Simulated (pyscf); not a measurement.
Thermochemistry of product channels of H₃C–SiH₂–CH₃ + H atom (H•) on the doublet surface, in kcal/mol, from ωB97M-D3(BJ)/def2-TZVP energies (ideal gas, 1 atm, RRHO with modes under 100 cm⁻¹ raised to 100, one conformer, R ln 2 for chiral ones without a mode under 150 cm⁻¹). Optimised with ωB97X-D3(BJ)/def2-SVP in PySCF.

```json
[
 {"products": "methane (CH₄) + H₃C–SiH₂•", "ΔE": "-16.9", "ΔH(298 K)": "-13.3", "ΔG(298 K)": "-16.4", "ΔG(600 K)": "-19.0"},
 {"products": "H₃C–SiH•–CH₃ + hydrogen (H₂)", "ΔE": "-9.5", "ΔH(298 K)": "-8.6", "ΔG(298 K)": "-10.5", "ΔG(600 K)": "-12.6"}
]
```

These are energies of the channels, which say nothing of barriers.
